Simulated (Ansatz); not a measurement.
`C[SiH2]P`, relaxed with RKS PBE-D4/def2-SVP in the Gaussian-basis code of Ansatz from a rough embedded geometry. The force threshold is 0.03 eV/Å; the program also tests the step.

Charge 0, multiplicity 1.

Start:

```xyz
10

C    -0.308   -1.135    0.869
Si    0.610    0.232    0.189
P    -0.758    1.512   -0.956
H     0.294   -1.821    1.422
H    -0.812   -1.788    0.139
H    -1.144   -0.812    1.593
H     1.648   -0.261   -0.765
H     1.225    1.050    1.204
H     0.203    2.347   -1.617
H    -0.957    0.676   -2.078
```

Problem. How much energy does the relaxation release, and in how many steps? (Estimate.)

Solution. The calculation gave: 0.35 eV, in 5 steps.

Problem. Which bonds change most? (Estimate.)

Solution. Computed: C1–Si2 from 1.782 to 1.891 Å; Si2–P3 from 2.195 to 2.285 Å; Si2–H8 from 1.442 to 1.507 Å; C1–H6 from 1.151 to 1.109 Å.

Problem. Give the relaxed structure. (Estimate.)

Solution. Computed: 
```xyz
10

C    -0.349   -1.194    0.905
Si    0.617    0.237    0.134
P    -0.841    1.602   -0.977
H     0.324   -1.845    1.500
H    -0.825   -1.819    0.121
H    -1.146   -0.814    1.574
H     1.712   -0.294   -0.757
H     1.260    1.075    1.208
H     0.212    2.354   -1.612
H    -0.963    0.697   -2.094
```
